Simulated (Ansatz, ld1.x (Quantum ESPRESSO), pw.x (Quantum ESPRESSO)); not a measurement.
## Equation-of-state test of one TM potential (Hf (Z = 72))

| Property | Result |
| --- | --- |
| Element | Hf (Z = 72) |
| Generator | ld1.x (Quantum ESPRESSO) 7.5 |
| Type | norm-conserving Troullier–Martins (Kleinman–Bylander form) |
| Functional | PBEsol |
| Relativity | scalar-relativistic |
| Frozen core | [Xe] 4f14 |
| Valence charge | 4 |
| Reference configuration | 5d2 6s2 6p0 |
| Partial waves | 6s (bound): rc 2.70 bohr; 6p (bound, empty): rc 4.20 bohr; 5d (bound): rc 2.85 bohr |
| Local potential | all-electron potential smoothed inside 3.45 bohr (lloc = -1) |
| Core correction | a·sin(br)/r model core, default radius (core density twice the valence density) |

Crystal test: sc Hf in pw.x 7.5, no spin, 11³ k-points, Fermi–Dirac smearing 0.01 Ry, cutoffs 50/200 Ry. The reference is all-electron LAPW (Ansatz 0.2.0) with the same functional, mesh and smearing; V0 and B0 come from Birch–Murnaghan fits to the pressures at five volumes. Errors are pseudo minus all-electron; Δ is the rms difference of the E(V) curves that follow from these fits, minima aligned, over ±6 % about the mean V0. Mesh and smearing are coarse, so the numbers serve the comparison and aren't converged zero-temperature values; the lattice is a test structure that the element need not adopt.

| V (Å³/atom) | P all-electron (GPa) | P pseudo (GPa) |
| --- | --- | --- |
| 22.574 | 3.72 | 4.73 |
| 23.168 | 1.48 | 2.43 |
| 23.762 | -0.53 | 0.36 |
| 24.356 | -2.33 | -1.51 |
| 24.950 | -3.95 | -3.20 |

All-electron: a0 = 2.868 Å (V0 = 23.60 Å³/atom), B0 = 77.8 GPa.

Pseudopotential: mean pressure error (GPa): +0.88; a0 (Å): 2.879; a0 error (%): +0.38; B0 error (%): -0.1; Δ (meV/atom): 4.6. The largest radius (4.20 bohr) exceeds half the bond length (2.72 bohr), so the spheres overlap, which is one possible source of error among others.

Q: At the middle volume, how do free energy and pressure move when the wave cutoff is lowered (ecutrho kept at four times it)?

A:

```tsv
cutoff (Ry)	shift of F (meV/atom)	shift of P (GPa)
22	+21.1	-1.10
30	+2.1	-0.01
40	+0.5	-0.02
```

Input at the middle volume:

```
&control
  calculation='scf', prefix='x', pseudo_dir='./', outdir='./tmp', tstress=.true., disk_io='low'
/
&system
  ibrav=0, nat=1, ntyp=1, ecutwfc=50, ecutrho=200, nbnd=9,
  occupations='smearing', smearing='fd', degauss=0.01
/
&electrons
  conv_thr=1e-09, mixing_beta=0.4, electron_maxstep=70
/
ATOMIC_SPECIES
Hf 1.0 Hf.UPF
CELL_PARAMETERS angstrom
  2.87493258 0.00000000 0.00000000
  0.00000000 2.87493258 0.00000000
  0.00000000 0.00000000 2.87493258
ATOMIC_POSITIONS crystal
Hf 0.0000 0.0000 0.0000
K_POINTS automatic
11 11 11 0 0 0
```

```bash
pw.x < Hf.scf.in > Hf.scf.out
```

Lines of the output:

```
Message from routine setup:
     using ibrav=0 with symmetry is DISCOURAGED, use correct ibrav instead
     lattice parameter (alat)  =       5.4328  a.u.
     unit-cell volume          =     160.3539 (a.u.)^3
     number of electrons       =         4.00
     number of Kohn-Sham states=            9
     kinetic-energy cutoff     =      50.0000  Ry
     charge density cutoff     =     200.0000  Ry
     scf convergence threshold =      1.0E-09
     Exchange-correlation= PBESOL
     number of k points=    56  Fermi-Dirac smearing, width (Ry)=  0.0100
     iteration #  1     ecut=    50.00 Ry     beta= 0.40
     total energy              =     -10.37997285 Ry
     estimated scf accuracy    <       0.00615994 Ry
     iteration #  2     ecut=    50.00 Ry     beta= 0.40
     total energy              =     -10.37980402 Ry
     estimated scf accuracy    <       0.00148675 Ry
     iteration #  3     ecut=    50.00 Ry     beta= 0.40
     total energy              =     -10.37993166 Ry
     estimated scf accuracy    <       0.00008966 Ry
     iteration #  4     ecut=    50.00 Ry     beta= 0.40
     total energy              =     -10.37993457 Ry
     estimated scf accuracy    <       0.00000036 Ry
     iteration #  5     ecut=    50.00 Ry     beta= 0.40
     total energy              =     -10.37993462 Ry
     estimated scf accuracy    <       0.00000010 Ry
     iteration #  6     ecut=    50.00 Ry     beta= 0.40
     the Fermi energy is     7.7427 ev
!    total energy              =     -10.37993463 Ry
     estimated scf accuracy    <          5.0E-11 Ry
     smearing contrib. (-TS)   =      -0.00754250 Ry
     The total energy is F=E-TS. E is the sum of the following terms:
     one-electron contribution =       4.99254926 Ry
     hartree contribution      =       0.05198406 Ry
     xc contribution           =      -7.06092746 Ry
     ewald contribution        =      -8.35599799 Ry
     convergence has been achieved in   6 iterations
          total   stress  (Ry/bohr**3)                   (kbar)     P=        3.59
```

The run at the middle volume (56 k-points, 6 iterations) took about 3.2 s on one core of a shared host (Neoverse-V1, 64 threads, 503 GiB, load 27).
